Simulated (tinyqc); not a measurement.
Worked calculation: UHF in the sto-3g basis, for BH, spin multiplicity 3. Computed by tinyqc, a small Python program that keeps every step (integrals from PySCF). Settings: charge = 0, multiplicity = 3, basis = sto-3g, energy threshold = 1e-08, iteration cap = 69, orthogonalisation = canonical, start = random, DIIS depth = 0, damping = 0.7, method = UHF. Command: `OMP_NUM_THREADS=1 python tinyqc.py 26594 26595 out.jsonl` (the two numbers bound the seeds that draw the settings). One thread of a shared host (Intel(R) Xeon(R) Processor @ 2.60GHz), about 0.1 s of CPU time with the checks.

Geometry (angstrom):
```
atom,x,y,z
B,0.0000,0.0000,0.0000
H,0.0000,0.0000,1.4930
```

Stop when the energy changes by less than 1e-08 hartree and every element of the error matrix X^T (F D S - S D F) X (for each spin) is below 3e-05.

Course of the cycle:
```
iteration,E (hartree),change,largest element of the error matrix
1,-17.337401,-,1.81e+00
2,-19.446443,-2.11e+00,1.21e+00
3,-20.959762,-1.51e+00,8.28e-01
4,-22.043682,-1.08e+00,5.90e-01
5,-22.817371,-7.74e-01,4.23e-01
6,-23.367838,-5.50e-01,3.05e-01
7,-23.758468,-3.91e-01,2.22e-01
8,-24.035136,-2.77e-01,1.62e-01
9,-24.230825,-1.96e-01,1.20e-01
10,-24.369118,-1.38e-01,9.00e-02
11,-24.466805,-9.77e-02,6.78e-02
12,-24.535801,-6.90e-02,5.15e-02
13,-24.584543,-4.87e-02,3.95e-02
14,-24.618992,-3.44e-02,3.05e-02
...,...,...,...
56,-24.703743,-2.45e-06,9.05e-04
57,-24.703746,-2.19e-06,8.61e-04
58,-24.703748,-1.95e-06,8.18e-04
59,-24.703749,-1.74e-06,7.78e-04
60,-24.703751,-1.56e-06,7.39e-04
61,-24.703752,-1.39e-06,7.03e-04
62,-24.703754,-1.25e-06,6.68e-04
63,-24.703755,-1.12e-06,6.35e-04
64,-24.703756,-1.00e-06,6.03e-04
65,-24.703757,-8.97e-07,5.73e-04
66,-24.703757,-8.04e-07,5.45e-04
67,-24.703758,-7.22e-07,5.18e-04
68,-24.703759,-6.48e-07,4.92e-04
69,-24.703759,-5.81e-07,4.67e-04
```

Can the last value be used, and what does the course show?

Not by the stop rule, although the second column moves by less than 1e-05 over the last three steps. Not converged within the cap of 69 iterations: the residual falls steadily but slowly, by a factor of about 0.95 a step. Reruns (cap 100 unless said): DIIS 8: converged in 13; damping 0.5: converged in 73; level shift 0.5: converged in 61; atomic densities as start, DIIS 8: converged in 10; the original settings with a cap of 400: converged in 123. PySCF UHF in the same basis, after a stability check = -24.703765 hartree.
